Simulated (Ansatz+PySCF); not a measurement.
Results of a calculation; reference values are marked as such.
A run of PySCF 2.14.0 on triplet BSi(+) at this shape:

| atom | x (Å) | y (Å) | z (Å) |
| --- | --- | --- | --- |
| B | 0.0000 | 0.0000 | 0.0000 |
| Si | 1.2672 | 1.6897 | 3.6582 |

Its results:

```
Converged                       : yes
Reference energy                : -313.08420 hartree
CCSD correlation energy         : -0.08136 hartree
Triples correction              : -0.00103 hartree
Total energy                    : -313.16659 hartree
Spin squared of the determinant : 2.018
```

(1) Which input gives this output? Name the method, the orbitals and the basis set, and write the input.

## Answers

(1) UHF-CCSD(T) in 6-31G.

```python
from pyscf import gto, scf, cc

mol = gto.M(atom="""
B 0.000000 0.000000 0.000000
Si 1.267240 1.689660 3.658220
""", basis='6-31g', charge=1, spin=2)
mf = scf.UHF(mol)
mf.kernel()
mycc = cc.CCSD(mf, frozen=6).run()
et = mycc.ccsd_t()
print(mf.e_tot, mycc.e_corr, et, mycc.e_tot + et)
```

Caution: large amplitudes, a single reference is doubtful.
